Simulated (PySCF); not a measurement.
From a raw peak list to a structure

Formula C4H4N2. The spectrum was simulated from the full spin Hamiltonian at 600 MHz with 0.8 Hz Lorentzian lines, from shifts rounded to 0.01 ppm and J to 0.1 Hz, couplings under 1 Hz left out.

```
region  integral (H)    ppm      Hz  height
     1             1  9.531  5718.9      52
     1                9.529  5717.2      52
     2             2  8.955  5373.0      99
     2                8.945  5367.1     100
     3             1  7.331  4398.8      13
     3                7.328  4397.1      14
     3                7.321  4392.9      26
     3                7.319  4391.2      26
     3                7.312  4386.9      13
     3                7.309  4385.2      13
```

¹³C{¹H} NMR (computed): δ 168.8, 164.8, 126.8.

PySCF calculation with J couplings at B3LYP/pcJ-2, structure optimised with PBE0-D3(BJ)/def2-TZVP and shielding tensors at B97-2/pcSseg-2 (GIAO); relativity neglected, no solvent model, single conformer, fast rotation and ring inversion assumed for equivalent nuclei.

Shifts are taken against calculated references (same method and geometry level): ¹H (σ = 31.64 ppm), ¹³C (σ = 185.38 ppm) against TMS.

Q: Analyse the multiplets.

A: ¹H NMR (600 MHz, computed): δ 9.53 (d, J = 1.7 Hz, 1H), 8.95 (d, J = 5.9 Hz, 2H), 7.32 (td, J = 5.9, 1.7 Hz, 1H). These are first-order names from the parameters used; overlap and second-order distortion can hide them in the list.

Q: What is the compound?

A: Pyrimidine (c1cncnc1).

Mapped SMILES: `[cH:1]1[cH:2][n:3][cH:4][n:5][cH:6]1`. Each H is labelled by its parent atom.

- δ 9.53: H(C4), hydrogen on an aromatic CH between two ring heteroatoms, coupled to H(C1) (1.7 Hz).
- δ 8.95: H(C2)/H(C6), hydrogen on an aromatic CH next to a ring nitrogen, coupled to H(C1) (5.9 Hz).
- δ 7.32: H(C1), hydrogen on an aromatic CH, coupled to H(C2)/H(C6) (5.9 Hz), H(C4) (1.7 Hz).

The shifts were computed for this structure.

Multiplet labels drop couplings under 1 Hz and merge nearly equal ones. Shifts are as computed. Against solution values, carbons near 30 ppm lie about +3 ppm off and those near 130 ppm about +7 ppm. Of 1309 compounds with measured shifts, 239 miss one by over three times the rms of a fit or turn the order of signals round; such compounds aren't used in these exercises.
